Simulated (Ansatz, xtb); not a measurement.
# AlH2Si2: where a starting geometry ends

The starting geometry of this gas-phase doublet was built from a drawn formula by distance geometry and a force field; its bonds are those of `[H]/[Si]=[SiH]\[Al]`.

```
atom    x (Å)    y (Å)    z (Å)
  Al  -3.9726  -0.3339  -1.0399
  Si  -1.6272  -0.0515  -1.1110
  Si  -0.4859  -1.5776  -1.7145
   H  -1.0418   1.2130  -0.7206
   H  -1.0691  -2.8529  -2.1568
```

Q: Predict what it relaxes into with r2SCAN-D4/def2-SVP.

A: A new bond forms, giving a structure with H5 bridging Si3 and Al1, given below by its coordinates. Distances that change by over a tenth: Al1–Si3 (3.76 → 2.81 Å), Si2–Si3 (2.00 → 2.26 Å), Si3–H5 (1.47 → 1.63 Å). Contacts that close: Al1–H5 (4.00 → 1.81 Å).

The energy falls by 0.96 eV over 17 steps:

| step | E − E(last) (eV) |
| --- | --- |
| 1 | 0.962 |
| 3 | 0.513 |
| 5 | 0.417 |
| 6 | 0.350 |
| 8 | 0.076 |
| 10 | 0.008 |
| 12 | 0.005 |
| 13 | 0.004 |
| 15 | 0.000 |
| 17 | 0.000 |

Final geometry (Å):

```xyz
5

Al   -3.2514   -1.2422   -1.2615
Si   -1.4896    0.2472   -1.2641
Si   -0.5115   -1.7537   -1.6232
H    -0.9468    1.4399   -0.5547
H    -1.9972   -2.2942   -2.0393
```

From the same start GFN2-xTB ends elsewhere, differing in Al1–Si3 (4.53 against 2.81 Å here), Al1–H5 (5.22 against 1.81 Å here), Si2–H4 (2.26 against 1.49 Å here).

No frequencies were run, so the end isn't proven a minimum. Open shells are spin-unrestricted. Run with Ansatz 0.2.0, 110 s on 1 thread of Intel(R) Xeon(R) Platinum 8488C (Sapphire Rapids), with other jobs on the host.
